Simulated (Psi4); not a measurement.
# One shape, several levels: CH4AlN (SMILES C#[N+][AlH3-])

Wanted: a comparison of 3 runs (B3LYP/6-31G*, VSXC/pcseg-1) of CH4AlN. 

Program for the calculation: Psi4 1.11.

1 further run of the same task is left out (it didn't finish).

## Step 1: The system as given

The species is CH4AlN (7 atoms), meant as a singlet with charge 0. SMILES: `C#[N+][AlH3-]`. The shape comes from GFN2-xTB, which is rough for such elements, and wasn't checked as a minimum.

Bond lengths: C1–N2 1.139 Å, N2–Al3 2.000 Å, C1–H4 1.060 Å, Al3–H5 1.564 Å, Al3–H6 1.565 Å, Al3–H7 1.566 Å. Angles: C1–N2–Al3 178.2°, N2–C1–H4 179.8°, N2–Al3–H5 97.0°, N2–Al3–H6 96.3°, N2–Al3–H7 96.1°, H5–Al3–H6 118.7°, H5–Al3–H7 118.8°, H6–Al3–H7 118.7°.

## Step 2: Energy and gradient at B3LYP/6-31G(d) (Cartesian functions) (run 1)

input.json

```json
{
  "schema_name": "qcschema_input",
  "schema_version": 1,
  "molecule": {
    "schema_name": "qcschema_molecule",
    "schema_version": 2,
    "symbols": ["C", "N", "Al", "H", "H", "H", "H"],
    "geometry": [-1.37186558, -3.24938407, 0.43231265, -0.57521374, -1.27038728, 0.1442428, 0.91610143, 2.174848, -0.29349336, -2.11764599, -5.08886238, 0.70339386, -0.14853247, 2.68499847, -3.00334173, -0.44198804, 3.41292097, 2.02380219, 3.73914439, 1.33586629, -0.0069164],
    "molecular_charge": 0,
    "molecular_multiplicity": 1,
    "fix_symmetry": "c1",
    "fix_com": true,
    "fix_orientation": true
  },
  "driver": "gradient",
  "model": {
    "method": "b3lyp",
    "basis": "6-31G*"
  },
  "keywords": {
    "puream": false,
    "e_convergence": 1e-09,
    "d_convergence": 1e-08,
    "scf_type": "pk",
    "dft_radial_points": 99,
    "dft_spherical_points": 590,
    "scf_properties": ["WIBERG_LOWDIN_INDICES", "MAYER_INDICES", "MULLIKEN_CHARGES"]
  }
}
```

Launch:

```
$ psi4 --qcschema input.json -n 1 --memory 1600MB
```

stdout:

```text
[...]
  Running in c1 symmetry.
[...]
  Nuclear repulsion =   83.929207926437144
[...]
  Multiplicity = 1
[...]
  Nalpha       = 15
  Nbeta        = 15
[...]
    Number of basis functions: 57
[...]
   @RKS iter   1:  -337.47419013088552   -5.57271e-01   1.03325e-02 ADIIS/DIIS
[...]
   @RKS iter  10:  -337.65259593433819   -1.25624e-11   7.26423e-09 DIIS
[...]
  @RKS Final Energy:  -337.65259593433819
   => Energetics <=
    Nuclear Repulsion Energy =             83.9292079264371438
    One-Electron Energy =                -630.9969955441318916
    Two-Electron Energy =                 235.5781940996527339
    DFT Exchange-Correlation Energy =     -26.1630024162961234
    Empirical Dispersion Energy =           0.0000000000000000
    VV10 Nonlocal Energy =                  0.0000000000000000
    Total Energy =                       -337.6525959343381942
[...]
  -Total Gradient:
     Atom            X                  Y                   Z
    ------   -----------------  -----------------  -----------------
       1        0.007829332608     0.018364312045    -0.002584501224
       2       -0.006402582311    -0.015088039768     0.002248856624
       3       -0.000912782709    -0.002272150395     0.000203294640
       4        0.003371242920     0.008345690729    -0.001146588721
       5        0.002533203725    -0.003674242973     0.009041197437
       6        0.003332815224    -0.006134044731    -0.007129147251
       7       -0.009751440925     0.000458701296    -0.000633474344
[...]
```

The result, in JSON:

```text
{
 "driver": "gradient",
 "model": {
  "method": "b3lyp",
  "basis": "6-31G*"
 },
 "success": true,
 "return_result": [0.00782933260834387, 0.018364312044838016, -0.0025845012237558224, -0.006402582310862243, -0.015088039767953143, 0.002248856624159551, -0.0009127827085773192, -0.002272150394788376, 0.00020329464049279825, 0.0033712429204830613, 0.008345690729199468, -0.0011465887213696069, 0.0025332037253979547, -0.003674242973258494, 0.009041197437497539, 0.0033328152241042935, -0.006134044730776715, -0.007129147250815926, -0.009751440924711474, 0.00045870129572589055, -0.0006334743436824577],
 "properties": {
  "calcinfo_nbasis": 57,
  "calcinfo_nmo": 57,
  "calcinfo_nalpha": 15,
  "calcinfo_nbeta": 15,
  "calcinfo_natom": 7,
  "nuclear_repulsion_energy": 83.92920792643714,
  "return_energy": -337.6525959343382,
  "return_gradient": [0.00782933260834387, 0.018364312044838016, -0.0025845012237558224, -0.006402582310862243, -0.015088039767953143, 0.002248856624159551, -0.0009127827085773192, -0.002272150394788376, 0.00020329464049279825, 0.0033712429204830613, 0.008345690729199468, -0.0011465887213696069, 0.0025332037253979547, -0.003674242973258494, 0.009041197437497539, 0.0033328152241042935, -0.006134044730776715, -0.007129147250815926, -0.009751440924711474, 0.00045870129572589055, -0.0006334743436824577],
  "scf_one_electron_energy": -630.9969955441319,
  "scf_two_electron_energy": 235.57819409965273,
  "scf_xc_energy": -26.163002416296123,
  "scf_dipole_moment": [-0.944880887581321, -2.259549744345075, 0.3065369581416865],
  "scf_total_energy": -337.6525959343382,
  "scf_total_gradient": [0.00782933260834387, 0.018364312044838016, -0.0025845012237558224, -0.006402582310862243, -0.015088039767953143, 0.002248856624159551, -0.0009127827085773192, -0.002272150394788376, 0.00020329464049279825, 0.0033712429204830613, 0.008345690729199468, -0.0011465887213696069, 0.0025332037253979547, -0.003674242973258494, 0.009041197437497539, 0.0033328152241042935, -0.006134044730776715, -0.007129147250815926, -0.009751440924711474, 0.00045870129572589055, -0.0006334743436824577],
  "scf_iterations": 10
 }
}
```

Wall time 8.4 s (1 thread of Intel Xeon 6975P-C (Granite Rapids), shared host); peak memory 0.8 GiB.

## Step 3: Energy and one-electron properties at VSXC/pcseg-1 (DKH2, density fitting, C-PCM benzene) (run 2)

ch4aln.inp

```
memory 1600 mb

molecule {
  0 1
  C     -0.725960    -1.719500     0.228770
  N     -0.304390    -0.672260     0.076330
  Al     0.484780     1.150880    -0.155310
  H     -1.120610    -2.692910     0.372220
  H     -0.078600     1.420840    -1.589300
  H     -0.233890     1.806040     1.070950
  H      1.978670     0.706910    -0.003660
  symmetry c1
}

set {
  basis pcseg-1
  reference rks
  relativistic dkh
  dkh_order 2
  pcm true
}

pcm = {
  Units = Angstrom
  Medium {
    SolverType = CPCM
    Solvent = Benzene
  }
  Cavity {
    Type = GePol
    RadiiSet = UFF
    Scaling = False
    Area = 0.3
    Mode = Implicit
  }
}

e, wfn = energy("vsxc", return_wfn=True)
oeprop(wfn, "MULLIKEN_CHARGES", "MULTIPOLE(3)", "WIBERG_LOWDIN_INDICES", "MBIS_CHARGES")
```

Launch:

```
$ psi4 -n 1 ch4aln.inp ch4aln.out
```

ch4aln.out:

```text
[...]
  Running in c1 symmetry.
[...]
  Nuclear repulsion =   83.929207868011247
[...]
  Multiplicity = 1
[...]
  Nalpha       = 15
  Nbeta        = 15
[...]
    Number of basis functions: 66
[...]
   @DF-RKS iter   1:  -337.99457424743537   -4.97417e-01   9.52969e-03 ADIIS/DIIS
[...]
   @DF-RKS iter   8:  -338.21309353504142   -1.41317e-08   2.96235e-07 DIIS
[...]
  @DF-RKS Final Energy:  -338.21309353504142
   => Energetics <=
    Nuclear Repulsion Energy =             83.9292078680112468
    One-Electron Energy =                -631.4529487010461253
    Two-Electron Energy =                 241.8939480444200854
    DFT Exchange-Correlation Energy =     -32.5726693341592792
    Empirical Dispersion Energy =           0.0000000000000000
    VV10 Nonlocal Energy =                  0.0000000000000000
    PCM Polarization Energy =              -0.0106314122672918
    Total Energy =                       -338.2130935350414234
[...]
  Mulliken Charges: (a.u.)
   Center  Symbol    Alpha    Beta     Spin     Total
       1     C     2.88101  2.88101  0.00000  0.23798
       2     N     3.64535  3.64535  0.00000 -0.29071
       3    AL     6.22130  6.22130  0.00000  0.55741
       4     H     0.40315  0.40315  0.00000  0.19370
       5     H     0.61603  0.61603  0.00000 -0.23207
       6     H     0.61641  0.61641  0.00000 -0.23282
       7     H     0.61675  0.61675  0.00000 -0.23350
   Total alpha = 15.00000, Total beta = 15.00000, Total charge = -0.00000
[...]
```

It took 13 s on 1 thread of Intel Xeon 6975P-C (Granite Rapids), shared host; peak memory 0.84 GiB.

Atomic charges (e):

```tsv
atom	MBIS	Mulliken
C1	+0.309	+0.238
N2	-0.390	-0.291
Al3	+1.220	+0.557
H4	+0.233	+0.194
H5	-0.457	-0.232
H6	-0.457	-0.233
H7	-0.457	-0.234
```

## Step 4: Energy and one-electron properties at VSXC/pcseg-1 (density fitting, C-PCM benzene) (run 3)

job.inp

```
memory 1.6 GB

molecule m {
  0 1
  C     -1.37186558    -3.24938407     0.43231265
  N     -0.57521374    -1.27038728     0.14424280
  Al     0.91610143     2.17484800    -0.29349336
  H     -2.11764599    -5.08886238     0.70339386
  H     -0.14853247     2.68499847    -3.00334173
  H     -0.44198804     3.41292097     2.02380219
  H      3.73914439     1.33586629    -0.00691640
  units au
  symmetry c1
}

set reference rks
set pcm true

pcm = {
  Units = Angstrom
  Medium {
    SolverType = CPCM
    Solvent = Benzene
  }
  Cavity {
    Type = GePol
    RadiiSet = UFF
    Scaling = False
    Area = 0.3
    Mode = Implicit
  }
}

e, wfn = energy('vsxc/pcseg-1', return_wfn=True)
oeprop(wfn, 'MULLIKEN_CHARGES', 'MULTIPOLE(3)', 'WIBERG_LOWDIN_INDICES', 'MBIS_CHARGES', title='VSXC')
```

Launch:

```
$ psi4 -i job.inp -o job.out -n 1
```

job.out:

```text
[...]
  Running in c1 symmetry.
[...]
  Nuclear repulsion =   83.929207926437144
[...]
  Multiplicity = 1
[...]
  Nalpha       = 15
  Nbeta        = 15
[...]
    Number of basis functions: 66
[...]
   @DF-RKS iter   1:  -337.56045585891366   -4.95496e-01   9.50580e-03 DIIS/ADIIS
[...]
   @DF-RKS iter   8:  -337.77808252400706   -1.40186e-08   2.94645e-07 DIIS
[...]
  @DF-RKS Final Energy:  -337.77808252400706
   => Energetics <=
    Nuclear Repulsion Energy =             83.9292079264371438
    One-Electron Energy =                -630.9619715976996304
    Two-Electron Energy =                 241.8311094996655584
    DFT Exchange-Correlation Energy =     -32.5657640152339027
    Empirical Dispersion Energy =           0.0000000000000000
    VV10 Nonlocal Energy =                  0.0000000000000000
    PCM Polarization Energy =              -0.0106643371761769
    Total Energy =                       -337.7780825240070612
[...]
  Mulliken Charges: (a.u.)
   Center  Symbol    Alpha    Beta     Spin     Total
       1     C     2.88229  2.88229  0.00000  0.23542
       2     N     3.64389  3.64389  0.00000 -0.28779
       3    AL     6.21840  6.21840  0.00000  0.56320
       4     H     0.40361  0.40361  0.00000  0.19277
       5     H     0.61691  0.61691  0.00000 -0.23381
       6     H     0.61728  0.61728  0.00000 -0.23456
       7     H     0.61762  0.61762  0.00000 -0.23524
   Total alpha = 15.00000, Total beta = 15.00000, Total charge = -0.00000
[...]
```

Wall time 11 s (1 thread of Intel Xeon 6975P-C (Granite Rapids), shared host); peak memory 0.83 GiB.

Atomic charges (e):

```tsv
atom	MBIS	Mulliken
C1	+0.310	+0.235
N2	-0.391	-0.288
Al3	+1.225	+0.563
H4	+0.233	+0.193
H5	-0.459	-0.234
H6	-0.459	-0.235
H7	-0.459	-0.235
```

## Step 5: All runs side by side

```tsv
run	level	task	integrals	energy (Eh)	dipole moment (D)	HOMO energy (eV)	LUMO energy (eV)	wall time
1	B3LYP/6-31G* (Cartesian functions)	gradient	pk	-337.652596	6.27	-7.25	-1.31	8.4 s
2	VSXC/pcseg-1 (DKH2, density fitting, C-PCM benzene)	properties	df	-338.213094	6.99	-6.72	-1.92	13 s
3	VSXC/pcseg-1 (density fitting, C-PCM benzene)	properties	df	-337.778083	6.99	-6.72	-1.93	11 s
```

## Step 6: What came out

```
                         quantity          value
              run 3: total energy  -337.77808 Eh
             run 3: dipole moment         6.99 D
               run 3: HOMO energy       -6.72 eV
               run 3: LUMO energy       -1.93 eV
             run 3: HOMO–LUMO gap        4.79 eV
run 3: solvent term in the energy   -28.0 kJ/mol
```

**Reading.** The dipole moment (its size) runs from 6.27 D (B3LYP/6-31G*) to 6.99 D (VSXC/pcseg-1). The two ends differ in method and basis and solvent. The HOMO–LUMO gap runs from 4.79 eV (VSXC/pcseg-1) to 5.95 eV (B3LYP/6-31G*). Totals of different functionals can't be ranked against each other. Some runs of one species differ in core potentials or relativity; totals across that change don't compare. All runs together took 32 s, the longest 13 s.
